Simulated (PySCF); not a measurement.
HNB, sextet in 6-31G: errors against full CI

Geometry: that of the HNB, quartet, kept fixed. The quartet lies 5.0 eV lower here.

```xyz
3

B     0.0000    0.0798    0.8638
N     0.0000   -0.1176   -0.5879
H     0.0000    0.7790   -1.0947
```

Basis 6-31G; PySCF 2.14.0. Correlated methods freeze the noble-gas cores, which leaves 9 electrons in 18 orbitals. R marks a restricted (for open shells ROHF) determinant, U an unrestricted one.

Full CI is exact within this basis and frozen core; it isn't the basis-set limit. The frozen core follows each run's orbitals, which can shift R against U totals by a few meV.

* UHF ⟨S²⟩: 8.757
* T1 diagnostic (ROHF- or RHF-based CCSD): 0.0123
* largest doubles amplitude (ROHF- or RHF-based CCSD): 0.045
* T1 diagnostic (UCCSD): 0.0083

```
   level  E − E(full CI) (mEh)  share of correlation (%)  wall time
     RHF                 88.57                      0.00          –
     UHF                 85.92                      2.99          –
    RMP2                 19.43                     78.07          –
    UMP2                 18.75                     78.84          –
   RCCSD                  1.28                     98.56          –
   UCCSD                  1.21                     98.64          –
RCCSD(T)                  0.36                     99.60     0.52 s
UCCSD(T)                  0.29                     99.67     0.34 s
  RCCSDT                  0.09                     99.90        8 s
  UCCSDT                  0.03                     99.97        8 s
```

The correlation energy at full CI, counted from RHF, is -2.410 eV. The search over symmetries took 2.1 min on 1 thread of Arm Neoverse N1, shared host; the state has 2,430,272 determinants.

Times are those of the correlated step on a shared host, with one SCF added for the restricted CCSD run; they ran on 1 thread of Arm Neoverse N1.

The full-CI state has the irrep A' of Cs, in the program's axes.

Natural occupations of full CI about the gap: 1.979 1.965 0.999 0.999 0.996 0.993 0.991 0.029 0.017 0.006; effectively unpaired electrons, Σ n²(2−n)², 5.01.
